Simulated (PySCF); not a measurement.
The dipole of `Cn1cnnc1` from its density and from atomic charges.

Coordinates (PBE0-D3(BJ)/def2-SVP, Å) and charges (e) from the PBE0/pcSseg-1 density (PySCF):

```csv
atom,x,y,z,Mulliken,IAO,Hirshfeld,ESP-fitted
C1,-1.425,0.172,-0.027,-0.0531,-0.3098,-0.0428,-0.6204
N2,0.007,0.008,0.009,-0.6080,-0.0987,-0.0107,+0.1374
C3,0.952,0.725,-0.662,+0.2729,+0.0106,+0.0311,+0.2001
N4,2.147,0.265,-0.404,-0.2701,-0.2184,-0.1661,-0.3566
N5,2.006,-0.781,0.452,-0.2696,-0.2202,-0.1674,-0.3500
C6,0.730,-0.926,0.689,+0.2720,+0.0130,+0.0313,+0.1835
H7,-1.686,1.238,0.032,+0.1363,+0.1630,+0.0614,+0.2041
H8,-1.855,-0.250,-0.948,+0.1424,+0.1595,+0.0577,+0.2069
H9,-1.871,-0.339,0.836,+0.1312,+0.1645,+0.0637,+0.2112
H10,0.716,1.564,-1.316,+0.1220,+0.1686,+0.0711,+0.0902
H11,0.279,-1.675,1.339,+0.1241,+0.1680,+0.0707,+0.0936
```

Question: What dipole does each set of charges give (1 e·Å = 4.803 D), and what does the density give?

Answer: The full density gives (-6.31, 0.79, -0.06) D, 6.36 D in size; dipole vectors point from the negative to the positive end.

```json
{"scheme": "Mulliken", "μx": "-5.80", "μy": "0.69", "μz": "-0.12", "size (D)": "5.84", "share of the full size (%)": "92", "angle to the full dipole (°)": "1"}
{"scheme": "IAO", "μx": "-5.58", "μy": "0.69", "μz": "-0.04", "size (D)": "5.62", "share of the full size (%)": "88", "angle to the full dipole (°)": "0"}
{"scheme": "Hirshfeld", "μx": "-4.03", "μy": "0.51", "μz": "-0.02", "size (D)": "4.06", "share of the full size (%)": "64", "angle to the full dipole (°)": "0"}
{"scheme": "ESP-fitted", "μx": "-6.20", "μy": "0.78", "μz": "-0.04", "size (D)": "6.25", "share of the full size (%)": "98", "angle to the full dipole (°)": "0"}
```

Question: Which set comes closest?

Answer: Length of the difference vector: ESP-fitted 0.11 D, Mulliken 0.52 D, IAO 0.74 D, Hirshfeld 2.30 D. Closest: ESP-fitted. ESP charges are fitted to the potential around the molecule, whose slowest-falling term is the dipole's. 

Question: What is left for the Hirshfeld atoms' own dipoles?

Answer: The shares of the density sum to the whole, so what Σ q r misses lies in dipoles about the nuclei. The atomic dipoles sum to (-6.31, 0.79, -0.06) − (-4.03, 0.51, -0.02) = (-2.28, 0.28, -0.04) D, 2.30 D in size.

Question: With the origin at the mean of the coordinates, (0.000, 0.000, 0.000) Å, which are the largest single terms, by size, of the Mulliken dipole along the direction of the full one?

Answer: N4 +2.72, N5 +2.71, H8 +1.24, H7 +1.20, H9 +1.14 D; all 11 atoms together +5.84 D. The single terms depend on the origin, their sum doesn't.

Question: Give the size of the full dipole in other units.

Answer: 6.36 D = 2.502 au = 1.324 e·Å = 21.21 × 10⁻³⁰ C·m.

Geometry: PBE0-D3(BJ)/def2-SVP; no solvent, vibrations or thermal averaging.

These values come from a run that also computed NMR shieldings. Time: 10 s wall. Hardware: one thread of an x86-64 server, on a shared host.
